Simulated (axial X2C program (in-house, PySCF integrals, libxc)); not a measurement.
# N₂: cheaper levels and CCSD(T), with spin–orbit coupling

Computed with an in-house relativistic program for diatomic molecules. Two-component (2c) means X2C with spin–orbit coupling and atomic mean-field two-electron Coulomb and Gaunt terms. Basis: N dyall-av3z [7s7p3d2f] (cores contracted in-house); Gaussian nuclei, density fitting, unrestricted open shells. Masses: N 14.003 u.

State: Ω = 0 (closed shell); fragments N + N.

```
level  Re (Å)  ωe (cm⁻¹)  De (eV)
 PBE0   1.089     2479.8     9.76
   HF   1.066     2730.0     5.06
  MP2   1.113     2190.3    10.02
 CCSD   1.096     2419.2     9.12
  PBE   1.103     2349.4    10.55
```

Correlated methods: 10 electrons correlated (number of frozen shells: N 1 s), 198 virtual spin orbitals or spinors in MP2, 90 natural virtuals in coupled cluster.

CCSD(T), same Hamiltonian and basis:

Re = 1.103 Å, ωe = 2341.6 cm⁻¹, De = 9.49 eV; T1 = 0.013 (Lee–Taylor normalisation).

Q: Give the differences from CCSD(T) in the columns below.

A: 

| level | ΔRe (Å) | Δωe (cm⁻¹) | ΔDe (eV) |
| --- | --- | --- | --- |
| PBE0 | -0.014 | 138 | 0.27 |
| HF | -0.037 | 388 | -4.43 |
| MP2 | 0.010 | -151 | 0.53 |
| CCSD | -0.007 | 78 | -0.37 |
| PBE | 0.000 | 8 | 1.06 |

One determinant describes the state; a PBE0 search over occupations chose it and may have missed a lower one. The closed shell is kept restricted, so the energy runs too high when the bond is stretched far. Dissociation energies refer to the lowest single-determinant-based atoms at the same level and basis. Coupled cluster ran in a truncated set of natural virtual spinors; the MP2 energy of the rest was added. (T) has no such correction and the atoms are truncated less, which lowers De at CCSD(T) by a hundredth of an eV or more.
